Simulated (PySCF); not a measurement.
acetonitrile cation (C2H3N), SMILES CC#N (connectivity only; charge and spin as stated), charge +1, multiplicity 2. Atoms are numbered in the order given.

```xyz
6

C     -1.1567     0.0216     0.0000
C      0.2402     0.0220     0.0000
N      1.4425    -0.0077     0.0000
H     -1.4508    -1.0683     0.0000
H     -1.5738     0.4301     0.9302
H     -1.5738     0.4301    -0.9302
```
Charge +1, spin multiplicity 2.

The structure is a stationary point at B3LYP-D3(BJ)/def2-TZVP. A frequency run showed that this geometry is not a minimum. The multiplicity is an assumed one; other spin states were not compared.

The numbers are results of B3LYP/pcH-1 (PySCF), not measurements.

Unrestricted Kohn–Sham, ⟨S²⟩ = 0.754. Hyperfine tensors hold the contact and dipolar terms, without spin-orbit corrections.

Computed hyperfine couplings:
| nucleus | A(iso) (MHz) | A(iso) (G) | dipolar principal values (MHz) |
|---|---|---|---|
| 13C no. 1 | -13.8 | -4.9 | -12.1, -9.9, 22.0 |
| 13C no. 2 | -3.5 | -1.2 | -34.9, -10.7, 45.6 |
| 14N no. 3 | 11.9 | 4.2 | -30.8, -27.1, 57.9 |
| 1H no. 4 | 272.6 | 97.3 | -9.6, -6.4, 16.0 |
| 1H no. 5 | 44.7 | 16.0 | -5.8, -4.2, 10.0 |
| 1H no. 6 | 44.7 | 16.0 | -5.8, -4.2, 10.0 |

### Question
And the g tensor (effective nuclear charges for spin-orbit coupling, GIAO)? (Estimate from the structure and the level; the computed values follow.)

### Answer
principal values 2.0022, 2.0055, 2.0349; isotropic 2.0142.
